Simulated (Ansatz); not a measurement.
# C₂H₃FO: how energies converge with the basis set

Aim: see how fast density functionals converge with the basis set for C₂H₃FO.

The runs use Ansatz 0.2.0, Gaussian basis; one geometry, several basis sets.

The runs, in order: PBE0-D4/def2-SVP; ωB97M-V/def2-SVP; PBE0-D4/def2-QZVPP; ωB97M-V/def2-QZVPP; the functionals' def2-TZVPP values are taken from earlier runs.

## 1. Structure used throughout

The geometry comes from an earlier relaxation with PBE0-D4 in a triple-zeta def2 set; it is a stationary point, not always the lowest conformer.

SMILES `O/C=C\F`, 7 atoms, charge 0, spin multiplicity 1.

Atoms are counted from 1 here; the program's logs count them from 0.

Bond lengths: O1–C2 1.349 Å, O1–H5 0.964 Å, C2–C3 1.324 Å, C2–H6 1.081 Å, C3–F4 1.351 Å, C3–H7 1.079 Å. Angles: C2–O1–H5 108.7°, O1–C2–C3 125.6°, O1–C2–H6 113.9°, C3–C2–H6 120.5°, C2–C3–F4 119.8°, C2–C3–H7 125.7°, F4–C3–H7 114.5°.

## 2. PBE0-D4 in def2-SVP

in.yaml

```yaml
crystal:
  periodic: [false, false, false]
  atoms:
    - {symbol: O, position_ang: [-0.959414, 1.150227, -0.179608]}
    - {symbol: C, position_ang: [0.078034, 0.487071, 0.370381]}
    - {symbol: C, position_ang: [0.502510, -0.714321, 0.010654]}
    - {symbol: F, position_ang: [-0.122177, -1.376448, -0.987874]}
    - {symbol: H, position_ang: [-1.339548, 0.604116, -0.877221]}
    - {symbol: H, position_ang: [0.569306, 1.027425, 1.168011]}
    - {symbol: H, position_ang: [1.332489, -1.246072, 0.449857]}
basis:
  gaussian: {orbitals: def2-SVP}
hamiltonian: {xc: pbe0, dispersion: d4}
output: {orbitals: {seedname: orbitals}}
```

Launch:

```sh
$ ansatz run in.yaml --threads 2 --pin off --events-out ev --progress --plain --max-ram 4352MiB
```

Further steps of the session: ωB97M-V in def2-SVP; PBE0-D4 in def2-QZVPP; ωB97M-V in def2-QZVPP.

Q: Predict the results of all the runs planned. Wanted: PBE0-D4: double and triple zeta above quadruple; ωB97M-V: double and triple zeta above quadruple.

The runs gave:

```
                                       quantity          value
PBE0-D4: double and triple zeta above quadruple  8.61, 0.38 eV
ωB97M-V: double and triple zeta above quadruple  8.84, 0.37 eV
```

What this shows: For PBE0-D4 the step from double to triple zeta gains 8.23 eV and the next only 0.38 eV. These are total energies; as a rule much of such shifts cancels in differences, which this series doesn't test. The LUMO of ωB97M-V is positive and keeps falling with the basis (3.44 to 2.00 eV): an unbound level that the basis holds in place.
